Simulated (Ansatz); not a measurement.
# BF+ (doublet): wave-function methods side by side at distance B1–F2 = 1.688 Å, 6-31G

Aim: climb from Hartree-Fock through coupled cluster and multireference methods for BF+ (doublet) at one geometry and basis, and see what each rung misses.

Computed with Ansatz 0.2.0, Gaussian basis. Level: 6-31G, core rule «outside noble gas», up to 2 orbitals frozen.

The runs, in order: UHF; CCSD(T) on ROHF; CCSD(T) on UHF; BCCD(T) on ROHF; CISD; CCSDT(Q) on ROHF; CCSDT(Q) on UHF; CISDTQ; CCSDTQ on ROHF; CCSDTQ on UHF; CASSCF and MRCISD+Q, 3 electrons in 3 orbitals; CASSCF and NEVPT2, 3 electrons in 3 orbitals; Full CI.

30 further runs of the same task are left out: 8 for a known fault of the program, 14 that didn't finish, 8 set aside as unsound or not needed.

## (1) What is computed

The geometry derives from a PBE0/def2-TZVP stationary point (not a proven minimum). One bond is set to the value named and the two fragments are kept rigid.

2 atoms, charge 1, spin multiplicity 2.

Atoms are counted from 1 here; the program's logs count them from 0.

No contacts short enough for the rule that draws bonds.

As a file:

```xyz
2
BF
B     0.00000    0.00000    0.00000
F     0.00000    0.00000    1.68800
```

## (2) UHF

File in.yaml:

```yaml
crystal:
  periodic: [false, false, false]
  atoms:
    - {symbol: B, position_ang: [0.000000, 0.000000, 0.000000]}
    - {symbol: F, position_ang: [0.000000, 0.000000, 1.688000]}
basis:
  gaussian: {orbitals: 6-31G}
total_charge: 1
magnetization: {spin_polarized: true, initial_magnetization: 1}
hamiltonian: {xc: hf}
output: {orbitals: {seedname: orbitals}}
```

On the command line:

```
> ansatz run in.yaml --threads 1 --pin off --events-out ev --progress --plain --max-ram 2393MiB
```

Further steps of the session: CCSD(T) on ROHF; CCSD(T) on UHF; BCCD(T) on ROHF; CISD; CCSDT(Q) on ROHF; CCSDT(Q) on UHF; CISDTQ; CCSDTQ on ROHF; CCSDTQ on UHF; CASSCF and MRCISD+Q, 3 electrons in 3 orbitals; CASSCF and NEVPT2, 3 electrons in 3 orbitals; Full CI.

Q: Predict the results of all the runs planned. Wanted: FCI below the RHF energy; RMP2 from FCI; UMP2 from FCI; RCCSD from FCI; RCCSD(T) from FCI; UCCSD(T) from FCI; RCCSDT(Q) from FCI; UCCSDT(Q) from FCI; NEVPT2 pair from FCI.

**Answer**, as computed:

| quantity | value |
| --- | --- |
| FCI below the RHF energy | -5.1735 eV |
| RMP2 from FCI | +519.7 meV |
| UMP2 from FCI | +997.7 meV |
| RCCSD from FCI | +283.2 meV |
| RCCSD(T) from FCI | +72.4 meV |
| UCCSD(T) from FCI | +76.6 meV |
| RCCSDT(Q) from FCI | +2.0 meV |
| UCCSDT(Q) from FCI | -24.1 meV |
| NEVPT2 pair from FCI | +578.0 meV |
| MRCISD+Q pair from FCI | +110.7 meV |
| levels within 1 kcal/mol (43 meV) | RCCSDT, UCCSDT, CISDTQ, RCCSDT(Q), UCCSDT(Q), RCCSDTQ, UCCSDTQ |
| T1 diagnostic | 0.053 |
| effectively unpaired electrons | 1.09 |

What this shows: RCCSD(T) lands +72.4 meV from the yardstick (1.4 % of the correlation energy). UCCSDT(Q), RCCSDTQ, UCCSDTQ fall below full CI: unrestricted runs freeze a spin-polarised core, another one than full CI's, and coupled cluster isn't variational. The occupations are near whole numbers, but T1 = 0.053 shows that the orbitals relax strongly. Of the multireference levels listed MRCISD+Q pair comes nearest in total energy (+110.7 meV), which doesn't show that its space is the better one. These misses are within one basis, not against nature; the frozen cores of restricted and unrestricted runs differ, which can shift their rows.
